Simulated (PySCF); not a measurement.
## Dipole moment and polarisability of trimethylamine

Trimethylamine, C3H9N.
Structure used (GFN2-xTB), in Å, numbered top down from 1:
```
atom  x, y, z in Å
C1    -0.3572    1.3008    0.3788
N2    -0.1371   -0.1223    0.5224
C3     1.2659   -0.4532    0.3949
C4    -0.9426   -0.8767   -0.4137
H5    -0.0646    1.6791   -0.6144
H6     0.2205    1.8292    1.1358
H7    -1.4133    1.5161    0.5348
H8     1.6759   -0.1988   -0.5963
H9     1.3979   -1.5215    0.5609
H10    1.8303    0.0880    1.1529
H11   -0.6954   -0.6549   -1.4650
H12   -0.7910   -1.9411   -0.2391
H13   -1.9936   -0.6443   -0.2483
```

Level: wB97X-D/def2-SVPD (PySCF), static field, nuclei fixed, core orbitals frozen in the response. The polarisability tensor in these axes (au):

```
x   50.18 -0.39  1.40
y   -0.39 50.27  1.25
z    1.40  1.25 46.14
```

Question: Give the principal values, the mean and the anisotropy Δα = √{½[(α1 − α2)² + (α2 − α3)² + (α1 − α3)²]}.

Answer: Principal values 45.35, 50.62 and 50.63 au; mean 48.86 au = 7.24 Å³ = 8.06 × 10⁻⁴⁰ C²·m²/J; Δα = 5.27 au (11 % of the mean).

Question: What is the dipole moment, and where does it point?

Answer: (0.18, 0.16, -0.58) D, 0.63 D in size, pointing from the negative to the positive side. Measured along this direction, the outermost atoms are N2, H10, H6, H13 and 3 more at the negative end and H11, H8 and H5 at the positive end.

Question: How large is μ²/3kT at 500 K beside α?

Answer: In Gaussian units μ²/3kT = 1.93 Å³ against 7.24 Å³, a ratio of 0.27; the Debye molar polarisation (4π/3)N_A(α + μ²/3kT) is 23.1 cm³/mol, leaving out the vibrational part.

Question: What would n − 1 = 2πNα be for an ideal gas of these molecules at 273.15 K and 1 atm, electronic part alone?

Answer: N = p/kT = 2.6868 × 10¹⁹ cm⁻³, so n − 1 = 2π × N × 7.24 × 10⁻²⁴ cm³ = 1222 × 10⁻⁶ at long wavelengths, for an ideal gas.

Question: What depolarisation ratio follows for Rayleigh scattering of linearly polarised light, taking the static tensor?

Answer: ρ = 3Δα²/(45ᾱ² + 4Δα²) = 83.4/(107443 + 111.2) ≈ 0.000776.

Question: Find the Langevin capture rate constant for H3+ (3.023 u) meeting this molecule (59.073 u), k = 2.342 × 10⁻⁹ cm³/s × √(α in Å³ / reduced mass in u).

Answer: The reduced mass is 2.88 u, so k = 3.72 × 10⁻⁹ cm³/s. The formula leaves out the permanent dipole, which adds to the capture rate.

Question: Give the eigenvalues of the traceless quadrupole moment Θ = ½Σq(3rr − r²1), origin at the centre of nuclear charge.

Answer: -3.36, 1.67, 1.68 D·Å. The values depend on the origin, since the dipole doesn't vanish. The electronic extent ⟨r²⟩ about the same centre is 320 bohr², a root-mean-square distance of 1.62 Å for the 34 electrons.

Isolated species at its GFN2-xTB geometry, gas phase.
